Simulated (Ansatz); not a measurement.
Reaction (isomerisation): `OC#CCO` → `O=CC1CO1`

Gas-phase electronic energies from Ansatz, PBE0-D4/def2-TZVP geometries. CCSD(T)/CBS is the MP2 limit (def2-TZVPP, def2-QZVPP) plus CCSD(T) − MP2 in def2-TZVPP, frozen cores. DFT in def2-TZVPP. HSE06 is defined as in plane-wave codes. One conformer a species, not always the lowest.

```
             level  ΔE (kJ/mol)  difference from CCSD(T)/CBS
         revPBE-D4        -98.9                        -21.8
         r2SCAN-D4        -94.4                        -17.3
          BHLYP-D4        -77.8                         -0.7
            B2PLYP        -78.1                         -1.0
              PBE0        -89.2                        -12.1
             HSE06        -89.0                        -11.9
         CAM-B3LYP        -79.6                         -2.5
           LC-ωPBE        -97.4                        -20.3
RPA@PBE/def2-TZVPP        -96.4                        -19.3
      MP2/def2-SVP        -91.5                        -14.4
    MP2/def2-TZVPP        -78.7                         -1.6
SCS-MP2/def2-TZVPP        -82.2                         -5.1
   CCSD/def2-TZVPP        -81.1                         -4.0
CCSD(T)/def2-TZVPP        -83.3                         -6.2
     MP2/CBS(def2)        -72.5                          4.6
    CCSD/CBS(def2)        -74.9                          2.2
       CCSD(T)/CBS        -77.1                            0
```

Largest T1 diagnostic among the species: 0.014.

From r2SCAN to r2SCAN0 (25 % exact exchange), in def2-TZVPP and without D4, ΔE moves by +4.6 kJ/mol. At CCSD(T), def2-SVP lies −20.3 kJ/mol from the extrapolated value and def2-TZVPP −6.2 kJ/mol. Leaving LDA and LC-ωPBE aside and taking each functional with its dispersion term where it has one, the values, not all of them listed here, spread over 22.3 kJ/mol, from B97M-V to BHLYP-D4. LDA lies +8.6 kJ/mol from PBE without D4.
